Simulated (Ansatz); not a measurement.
# HCl+ (doublet): wave-function methods side by side, def2-TZVPP

One table from this session's results is given with a row withheld; the runs are named, their logs left out.

The runs use Ansatz 0.2.0, Gaussian basis; def2-TZVPP, core rule «outside noble gas», up to 5 orbitals frozen.

The runs, in order: UHF; ROHF; CCSD(T) on UHF.

2 further runs of the same task are left out: 2 set aside as unsound or not needed.

## The system

The geometry is a PBE0/def2-TZVP stationary point (not a proven minimum) of the parent state, kept for this charge and spin.

2 atoms, charge 1, spin multiplicity 2.

Atoms are counted from 1 here; the program's logs count them from 0.

Bond lengths: Cl1–H2 1.279 Å.

Geometry (Å):

```xyz
2
ClH
Cl    0.0000    0.0000    0.0000
H     0.0000    0.0000    1.2788
```

The first run:

in.yaml

```yaml
crystal:
  periodic: [false, false, false]
  atoms:
    - {symbol: Cl, position_ang: [0.000000, 0.000000, 0.000000]}
    - {symbol: H, position_ang: [0.000000, 0.000000, 1.278800]}
basis:
  gaussian: {orbitals: def2-TZVPP}
total_charge: 1
magnetization: {spin_polarized: true, initial_magnetization: 1}
hamiltonian: {xc: hf}
output: {orbitals: {seedname: orbitals}}
```

Launch:

```sh
> ansatz run in.yaml --threads 1 --pin off --events-out ev --progress --plain --max-ram 4096MiB --backend cpu
```

Steps of the session up to this table: UHF; ROHF; CCSD(T) on UHF.

One of the session's tables, all rows but one given; the rest of the session is left out.

```
  method  from UCCSD(T) (kJ/mol)
    ROHF                       ?
     UHF                  +505.8
    UMP2                   +83.1
   UCCSD                   +15.5
UCCSD(T)                       0
```

Estimate the missing values for ROHF.

As computed: from UCCSD(T) (kJ/mol): +522.2. In the column «from UCCSD(T) (kJ/mol)» it is the highest.
